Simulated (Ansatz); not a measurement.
Bond stretch in SMILES ClB(Cl)Cl (BCl3). The B1–Cl4 bond (B1 also carries Cl, Cl; Cl4 carries nothing else) is pulled apart rigidly from the PBE0/def2-TZVP optimised geometry.

Level of theory: unrestricted PBE/cc-pVDZ in Ansatz (a quantum-chemistry and plane-wave program).

The batch members p0 to p7 hold the bond at 1.40, 1.49, 1.57, 1.62, 1.68, 1.74, 1.81, 1.84 Å.

Ansatz input:

Ansatz 0.2 input:
```yaml
# input.yaml
basis:
  gaussian: { orbitals: cc-pvdz }
hamiltonian:
  xc: pbe
batch:
  members: [p0.yaml, p1.yaml, p2.yaml, p3.yaml, p4.yaml, p5.yaml, p6.yaml, p7.yaml]

# p4.yaml, one of the 8 members of this batch
crystal:
  periodic: [false, false, false]
  atoms:
    - { symbol: B, position_ang: [0.0, 0.0, 0.0] }
    - { symbol: Cl, position_ang: [-0.00053835, -1.50471976, -0.86863232] }
    - { symbol: Cl, position_ang: [0.0, 1.50456075, -0.86884092] }
    - { symbol: Cl, position_ang: [0.0, 0.0, 1.68] }
total_charge: 0
magnetization:
  spin_polarized: true
```

Lines of the output on each member:

```
Member 0: Total energy: -38228.66399523 eV, -1404.8774895054 hartree
Member 1: Total energy: -38230.19141372 eV, -1404.9336210998 hartree
Member 2: Total energy: -38230.97726312 eV, -1404.9625005325 hartree
Member 3: Total energy: -38231.27335834 eV, -1404.9733818311 hartree
Member 4: Total energy: -38231.48102827 eV, -1404.9810135602 hartree
Member 5: Total energy: -38231.56516224 eV, -1404.9841054267 hartree
Member 6: Total energy: -38231.54830722 eV, -1404.9834860162 hartree
Member 7: Total energy: -38231.51217591 eV, -1404.9821582148 hartree
```

The unrestricted determinant behind UKS-PBE is spin-contaminated at 3.43 to 6.08 Å (<S²> up to 0.8, against 0.00 for a pure singlet).
